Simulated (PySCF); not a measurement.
Gas-phase reaction: 2 SiH₂Cl₂ + SiH₂ = SiCl₄ + 2 SiH₃

Method: PySCF energies (xtb for GFN2) plus ideal-gas RRHO corrections (1 bar). 'Table' is the NASA 1993 thermochemical table (part measured, part estimated). After a fit of one offset per element over all species, the range-separated, M06-2X, PBE0/def2-QZVP and CCSD(T)/def2-TZVPP enthalpies, where run, lie to one side of the table for SiH₃ (-20 kJ/mol): a fault of the table's entry, another state or a shared error of the levels is possible; this was not checked at source. † marks an energy on the PBE0/def2-TZVP geometry and frequencies; other levels use their own. MP2 and CCSD(T) freeze the core. Open shells (unrestricted): SiH₃ (multiplicity 2); the rest are closed-shell singlets. GFN2 has no spin-polarisation term. B3LYP is the form with VWN-RPA correlation. For this reaction the table lies outside the span of B3LYP, CCSD(T), M06-2X, MP2, PBE0, r2SCAN, ωB97M-V, ωB97X-V in their largest bases here; which side is off was not settled. MP2 isn't extrapolated to the basis-set limit; its ΔH°(298 K) is 56.2 kJ in def2-SVP and 73.3 kJ in def2-TZVPP. CCSD(T) isn't extrapolated to the basis-set limit; its ΔH°(298 K) is 75.3 kJ in def2-SVP and 90.5 kJ in def2-TZVPP. The harmonic model lacks anharmonicity and excited electronic states, which grow with temperature; levels with a mode under 35 cm⁻¹ are left out. The table's entry may be an old estimate for SiH₂Cl₂, SiH₂, SiCl₄, SiH₃ (not checked at source).

```tsv
level	ΔH°(298 K), kJ	minus table	ΔG°(600 K), kJ
table	151.6	-	161.4
B3LYP/def2-TZVP†	91.4	-60.2	99.6
CCSD(T)/def2-TZVPP†	90.5	-61.1	98.8
GFN2-xTB	221.9	70.3	225.8
MP2/def2-SVP†	56.2	-95.4	64.5
PBE/def2-SVP	57.5	-94.1	65.1
PBE0/def2-SVP†	56.2	-95.4	64.5
ωB97X-V/def2-TZVP†	90.1	-61.5	98.4
```
